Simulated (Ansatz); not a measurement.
**PH4+ (singlet): the correlation ladder at distance P1–H3 = 1.938 Å, 6-31G**

Aim: climb from Hartree-Fock through coupled cluster and multireference methods for PH4+ (singlet) at one geometry and basis, and see what each rung misses.

Method: 6-31G, core rule «outside noble gas», up to 5 orbitals frozen; program: Ansatz 0.2.0, Gaussian basis.

Plan: UHF; CCSD(T) on RHF; BCCD(T) on RHF; CISD; CCSDT(Q) on RHF; CISDTQ; CCSDTQ on RHF; CASSCF and MRCISD+Q, 2 electrons in 2 orbitals; CASSCF and NEVPT2, 2 electrons in 2 orbitals; CASSCF and MRCISD+Q, 8 electrons in 8 orbitals; CASSCF and MRCISD+Q(relaxed), 8 electrons in 8 orbitals; CASSCF and NEVPT2, 8 electrons in 8 orbitals; Full CI.

12 further runs of the same task are left out: 10 that didn't finish, 2 set aside as unsound or not needed.

**1. What is computed**

The geometry derives from a PBE0/def2-TZVP stationary point (not a proven minimum). One bond is set to the value named and the two fragments are kept rigid.

5 atoms, charge 1, spin multiplicity 1.

Atoms are counted from 1 here; the program's logs count them from 0.

Bond lengths: P1–H2 1.401 Å, P1–H4 1.401 Å, P1–H5 1.401 Å. Angles: H2–P1–H4 109.5°, H2–P1–H5 109.5°, H4–P1–H5 109.5°.

**2. UHF**

Contents of in.yaml:

```yaml
crystal:
  periodic: [false, false, false]
  atoms:
    - {symbol: P, position_ang: [0.008959, 0.008906, -0.008935]}
    - {symbol: H, position_ang: [0.816132, 0.819189, 0.799566]}
    - {symbol: H, position_ang: [-1.113164, -1.106574, 1.110167]}
    - {symbol: H, position_ang: [-0.797364, 0.815924, -0.821539]}
    - {symbol: H, position_ang: [0.819088, -0.802217, -0.813628]}
basis:
  gaussian: {orbitals: 6-31G}
total_charge: 1
magnetization: {spin_polarized: true, initial_magnetization: 0}
hamiltonian: {xc: hf}
output: {orbitals: {seedname: orbitals}}
```

On the command line:

```sh
$ ansatz run in.yaml --threads 1 --pin off --events-out ev --progress --plain --max-ram 2393MiB
```

Further steps of the session: CCSD(T) on RHF; BCCD(T) on RHF; CISD; CCSDT(Q) on RHF; CISDTQ; CCSDTQ on RHF; CASSCF and MRCISD+Q, 2 electrons in 2 orbitals; CASSCF and NEVPT2, 2 electrons in 2 orbitals; CASSCF and MRCISD+Q, 8 electrons in 8 orbitals; CASSCF and MRCISD+Q(relaxed), 8 electrons in 8 orbitals; CASSCF and NEVPT2, 8 electrons in 8 orbitals; Full CI.

**Question.** What will the summary of the whole plan be? Wanted: FCI below the RHF energy; RMP2 from FCI; RCCSD from FCI; RCCSD(T) from FCI; RCCSDT(Q) from FCI; NEVPT2 pair from FCI; MRCISD+Q pair from FCI; NEVPT2 valence from FCI; T1 diagnostic.

The runs gave:

| quantity | value |
| --- | --- |
| FCI below the RHF energy | -2.9093 eV |
| RMP2 from FCI | +82.8 kJ/mol |
| RCCSD from FCI | +4.2 kJ/mol |
| RCCSD(T) from FCI | +1.1 kJ/mol |
| RCCSDT(Q) from FCI | 0.0 kJ/mol |
| NEVPT2 pair from FCI | +54.0 kJ/mol |
| MRCISD+Q pair from FCI | -1.0 kJ/mol |
| NEVPT2 valence from FCI | +12.2 kJ/mol |
| levels within 1 kcal/mol (43 meV) | RCCSD(T), BCCD(T), RCCSDT, CISDTQ, RCCSDT(Q), RCCSDTQ, MRCISD+Q pair, MRCISD valence, MRCISD+Q valence, MRCISD+Q(relaxed) valence |
| T1 diagnostic | 0.010 |
| effectively unpaired electrons | 0.08 |

What this shows: RCCSD(T) lands +1.1 kJ/mol from the yardstick (0.4 % of the correlation energy). MRCISD+Q pair falls below full CI: the +Q correction isn't variational, and the cores differ from full CI's. One determinant dominates. Of the multireference levels listed MRCISD+Q(relaxed) valence comes nearest in total energy (+0.1 kJ/mol), which doesn't show that its space is the better one. These misses are within one basis, not against nature.
